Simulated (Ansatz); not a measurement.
# BH2ClO (SMILES OBCl) at 6 levels

We compute a comparison of 6 runs (B3LYP/6-31G*, BLYP/def2-SVPD, CAM-B3LYP/def2-SVPD, PBE0/def2-SVPD, wB97M-V/def2-SVPD, RPA@PBE0/def2-SVPD) of BH2ClO. 

Program for the calculation: Ansatz 0.2.0.

64 further runs of the same task are left out: 64 set aside as unsound or not needed.

## 1. The system as given

The species is BH2ClO (5 atoms), meant as a singlet with charge 0. SMILES: `OBCl`. The B2–H5 distance was set to 1.783 Å, away from the relaxed value. At this shape a bond of the SMILES string is far longer than usual.

Bond lengths: O1–B2 1.340 Å, B2–Cl3 1.766 Å, O1–H4 0.963 Å. Angles: O1–B2–Cl3 121.0°, B2–O1–H4 113.9°. A long bond or contact: B2–H5 1.783 Å.

## 2. A single-point energy at B3LYP/6-31G(d) (spherical functions) (run 1)

run.yaml

```yaml
crystal:
  periodic: [false, false, false]
  atoms:
    - {symbol: O, position_ang: [-1.285480, -0.279626, -0.248268]}
    - {symbol: B, position_ang: [-0.043180, 0.201774, -0.107468]}
    - {symbol: Cl, position_ang: [0.366420, 1.834974, -0.640668]}
    - {symbol: H, position_ang: [-1.899880, 0.340174, -0.655068]}
    - {symbol: H, position_ang: [1.223300, -0.815100, 0.628600]}
basis:
  gaussian:
    orbitals: 6-31G_st_-spherical.json
hamiltonian:
  xc: {name: B3LYP}
accuracy: high
output:
  orbitals: {seedname: orbitals}
```

The basis set 6-31G* is read from a file made from the Basis Set Exchange's data (not shown).

Command:

```bash
$ ansatz run run.yaml --threads 1 --pin off --max-ram 3480MiB --events-out events.jsonl --progress --plain --runs-dir runs
```

The program printed:

```text
Warning: RAYON_NUM_THREADS=1 ignored (pool sized by the plan → 1); use --threads N
Functional definition: B3LYP
  name "B3LYP"
  parameter a0 = 0.2
  parameter ax = 0.72
  parameter ac = 0.81
  exchange = (1 - a0 - ax)*slater_x + ax*b88_x + a0*exact_x
  correlation = (1 - ac)*vwn_rpa_c + ac*lyp_c
1065 factors; integrals over basis functions are off by at most 3.1e-9 eV
mean field evaluation 1: about -15275.5682 eV, gradient 4.3e1 eV
mean field evaluation 2: about -15267.8807 eV, gradient 7.8e1 eV
mean field evaluation 4: about -15278.7942 eV, gradient 1.6e0 eV
mean field evaluation 8: about -15278.7995 eV, gradient 5.4e-2 eV
mean field evaluation 16: about -15278.7995 eV, gradient 1.4e-6 eV
mean field -15278.79953549 eV, -561.4855265869 hartree, gradient 4.8e-8 eV, S^2 0.000000; 0 other end points of the search recorded, 0 dependent functions left out
reference -15278.79956743 eV, -561.4855277607 hartree; 16, 16 occupied and 34, 34 virtual orbitals, 1065 factors
Total energy: -15278.79956743 eV, -561.4855277607 hartree
```

It took 2.1 s on 1 thread of Arm Neoverse V2, shared host; peak memory 0.13 GiB.

## 3. A single-point energy at BLYP/def2-SVPD (run 2)

input.yaml

```yaml
crystal:
  periodic: [false, false, false]
  atoms:
    - {symbol: O, position_ang: [-1.285480, -0.279626, -0.248268]}
    - {symbol: B, position_ang: [-0.043180, 0.201774, -0.107468]}
    - {symbol: Cl, position_ang: [0.366420, 1.834974, -0.640668]}
    - {symbol: H, position_ang: [-1.899880, 0.340174, -0.655068]}
    - {symbol: H, position_ang: [1.223300, -0.815100, 0.628600]}
basis:
  gaussian:
    orbitals: def2-SVPD
hamiltonian:
  xc: {name: BLYP}
accuracy: high
output: {orbitals: {seedname: orbitals}}
```

Command:

```bash
$ ansatz run input.yaml --threads 1 --pin off --max-ram 3480MiB --events-out events.jsonl --progress --plain --runs-dir runs
```

The program printed:

```text
Warning: RAYON_NUM_THREADS=1 ignored (pool sized by the plan → 1); use --threads N
Functional definition: BLYP
  name "BLYP"
  parameter beta = 0.0042
  parameter a = 0.04918
  parameter b = 0.132
  parameter c = 0.2533
  parameter d = 0.349
  exchange = b88_x(beta = beta)
  correlation = lyp_c(a = a, b = b, c = c, d = d)
1682 factors; integrals over basis functions are off by at most 3.9e-9 eV
mean field evaluation 1: about -15267.1919 eV, gradient 5.6e1 eV
mean field evaluation 2: about -15234.4598 eV, gradient 1.3e2 eV
mean field evaluation 4: about -15272.7216 eV, gradient 6.7e0 eV
mean field evaluation 8: about -15272.8474 eV, gradient 5.3e-1 eV
mean field evaluation 16: about -15272.8481 eV, gradient 9.1e-5 eV
mean field -15272.84811478 eV, -561.2668159100 hartree, gradient 2.6e-8 eV, S^2 0.000000; 0 other end points of the search recorded, 0 dependent functions left out
reference -15272.84816129 eV, -561.2668176192 hartree; 16, 16 occupied and 70, 70 virtual orbitals, 1682 factors
Total energy: -15272.84816129 eV, -561.2668176192 hartree
```

Run time: 3.6 s. Hardware: 1 thread of Arm Neoverse V2, shared host; peak memory 0.19 GiB.

Run 3 isn't shown in full; the table further down has it.

## 4. A single-point energy at PBE0/def2-SVPD (run 4)

molecule.yaml

```yaml
crystal:
  periodic: [false, false, false]
  atoms:
    - {symbol: O, position_ang: [-1.285480, -0.279626, -0.248268]}
    - {symbol: B, position_ang: [-0.043180, 0.201774, -0.107468]}
    - {symbol: Cl, position_ang: [0.366420, 1.834974, -0.640668]}
    - {symbol: H, position_ang: [-1.899880, 0.340174, -0.655068]}
    - {symbol: H, position_ang: [1.223300, -0.815100, 0.628600]}
basis:
  gaussian: {orbitals: def2-SVPD}
hamiltonian: {xc: pbe0}
accuracy: high
output: {orbitals: {seedname: orbitals}}
```

Command:

```bash
$ ansatz run molecule.yaml --threads 1 --pin off --max-ram 3480MiB --events-out events.jsonl --progress --plain --runs-dir runs
```

The program printed:

```text
Warning: RAYON_NUM_THREADS=1 ignored (pool sized by the plan → 1); use --threads N
Functional definition: PBE0
  name "PBE0"
  parameter a = 0.25
  parameter kappa = 0.804
  parameter beta = 0.06672455060314922
  exchange = (1 - a)*pbe_x(kappa = kappa, mu = beta*pi^2/3) + a*exact_x
  correlation = pbe_c(beta = beta)
1682 factors; integrals over basis functions are off by at most 3.9e-9 eV
mean field evaluation 1: about -15262.7869 eV, gradient 4.5e1 eV
mean field evaluation 2: about -15255.5821 eV, gradient 7.6e1 eV
mean field evaluation 4: about -15266.2547 eV, gradient 1.8e0 eV
mean field evaluation 8: about -15266.2623 eV, gradient 1.2e-1 eV
mean field evaluation 16: about -15266.2623 eV, gradient 5.5e-6 eV
mean field -15266.26234748 eV, -561.0247934258 hartree, gradient 2.4e-8 eV, S^2 0.000000; 0 other end points of the search recorded, 0 dependent functions left out
reference -15266.26235040 eV, -561.0247935331 hartree; 16, 16 occupied and 70, 70 virtual orbitals, 1682 factors
Total energy: -15266.26235040 eV, -561.0247935331 hartree
```

Run time: 4.5 s. Hardware: 1 thread of Arm Neoverse V2, shared host; peak memory 0.23 GiB.

Run 5 isn't shown in full; the table further down has it.

## 5. A single-point energy at RPA@PBE0/def2-SVPD (run 6)

Edit input.yaml of step 3 so:

```diff
@@ -9,7 +9,5 @@
 basis:
-  gaussian:
-    orbitals: def2-SVPD
-hamiltonian:
-  xc: {name: BLYP}
+  gaussian: {orbitals: def2-SVPD}
+correlation: {method: rpa, frozen_orbitals: {B: 1, Cl: 5, H: 0, O: 1}}
+hamiltonian: {xc: pbe0}
 accuracy: high
-output: {orbitals: {seedname: orbitals}}
```

Command:

```bash
$ ansatz run input.yaml --threads 1 --pin off --max-ram 3480MiB --events-out events.jsonl --progress --plain --runs-dir runs
```

The program printed, cut to the lines that bear on the results:

```text
Warning: RAYON_NUM_THREADS=1 ignored (pool sized by the plan → 1); use --threads N
[... 2 set-up lines as earlier in the session ...]
[...]
1682 factors; integrals over basis functions are off by at most 3.9e-9 eV
[...]
mean field -15266.26234748 eV, -561.0247934258 hartree, gradient 2.5e-8 eV, S^2 0.000000; 0 other end points of the search recorded, 0 dependent functions left out
7 core orbitals not correlated: weight in the atoms' cores, before any rotation towards them, 1.000 or more for the frozen orbitals, at most 0.000 for the correlated occupied ones
reference -15238.54470637 eV, -560.0061889026 hartree; 9, 9 occupied and 70, 70 virtual orbitals, 1682 factors
Total energy: -15255.51415976 eV, -560.6298048121 hartree
```

Wall time 6.9 s (1 thread of Arm Neoverse V2, shared host); peak memory 0.26 GiB.

## 6. The series

| run | level | frozen core orbitals | energy (Eh) | HOMO energy (eV) | LUMO energy (eV) | HOMO–LUMO gap (eV) | wall time |
| --- | --- | --- | --- | --- | --- | --- | --- |
| 1 | B3LYP/6-31G* (spherical functions) | – | -561.485528 | -7.98 | -0.42 | 7.56 | 2.1 s |
| 2 | BLYP/def2-SVPD | – | -561.266818 | -7.09 | -1.59 | 5.50 | 3.6 s |
| 3 | CAM-B3LYP/def2-SVPD | – | -561.263642 | -9.79 | 0.42 | 10.21 | 4.5 s |
| 4 | PBE0/def2-SVPD | – | -561.024794 | -8.41 | -0.72 | 7.69 | 4.5 s |
| 5 | wB97M-V/def2-SVPD | – | -561.234808 | -10.55 | 0.81 | 11.36 | 31 s |
| 6 | RPA@PBE0/def2-SVPD | 7 | -560.629805 | – | – | – | 6.9 s |

## 7. Results

| quantity | value |
| --- | --- |
| run 6: total energy | -560.62980 Eh |
| run 6: RPA correlation energy (valence) | -623.6 mEh |

In words: Over runs 1, 2, 3, 4, 5 the HOMO–LUMO gap runs from 5.50 eV (BLYP/def2-SVPD) to 11.36 eV (wB97M-V/def2-SVPD). Totals of different functionals can't be ranked against each other. All runs together took 52 s, the longest 31 s.
